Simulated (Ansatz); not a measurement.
The cluster Si2B, relaxed as a doublet with UKS PBE0-D4/def2-TZVP in Ansatz, starting from the GFN2-xTB geometry. Force threshold 0.02 eV/Å.

The charge 0 doublet is spin-contaminated (final ⟨S²⟩ up to 1.68, 0.75 for a pure state). Another isomer (doublet) lies 2.04 eV lower at PBE0-D4/def2-TZVP; other spin states weren't run for this one.

Start:

```xyz
3

B     0.657    0.865   -1.587
Si    0.041    0.053   -0.100
Si   -0.698   -0.917    1.687
```

(1) Estimate the energy that the relaxation releases and the steps that it takes.

(2) Does the start keep its bonding and symmetry?

(3) Predict the relaxed structure.

Results:

(1) 0.02 eV, in 3 steps; 4 s on 4 threads of Arm Neoverse V1 on a shared host. No frequencies were taken in this run, so the end may be a saddle point.

(2) By distances, no bond broke or formed. The bond that changes most is B1–Si2, from 1.80 to 1.84 Å (atoms count from 1). Point group C∞v at the start, C∞v at the end, both within 0.05 Å.

(3) 
```tsv
atom	x (Å)	y (Å)	z (Å)
B1	0.666	0.877	-1.610
Si2	0.038	0.049	-0.093
Si3	-0.705	-0.926	1.703
```
Bond lengths: 1 × B–Si 1.84 Å; 1 × Si–Si 2.17 Å.
